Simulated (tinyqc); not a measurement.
Worked calculation: extended Hueckel theory, for LiH+. The parameters take no account of the charge, which enters only through the electron count. One step of it, computed by the program tinyqc.

Question. Wolfsberg-Helmholz matrix. H_ij = K' S_ij (H_ii + H_jj)/2 for i != j (the diagonal keeps H_ii), with K' = 1.75.

overlap S, order 1Li 2s, 1Li 2px, 1Li 2py, 1Li 2pz, 2H 1s:
```
[[1.000000, 0.000000, 0.000000, 0.000000, 0.378196],
 [0.000000, 1.000000, 0.000000, 0.000000, 0.000000],
 [0.000000, 0.000000, 1.000000, 0.000000, 0.000000],
 [0.000000, 0.000000, 0.000000, 1.000000, 0.490406],
 [0.378196, 0.000000, 0.000000, 0.490406, 1.000000]]
```

diagonal H_ii (eV): [-5.400000, -3.500000, -3.500000, -3.500000, -13.600000]

K = 1.750000

Give: H.

Answer.

H (eV), order 1Li 2s, 1Li 2px, 1Li 2py, 1Li 2pz, 2H 1s:
```
[[-5.4000, 0.0000, 0.0000, 0.0000, -6.2875],
 [0.0000, -3.5000, 0.0000, 0.0000, 0.0000],
 [0.0000, 0.0000, -3.5000, 0.0000, 0.0000],
 [0.0000, 0.0000, 0.0000, -3.5000, -7.3377],
 [-6.2875, 0.0000, 0.0000, -7.3377, -13.6000]]
```
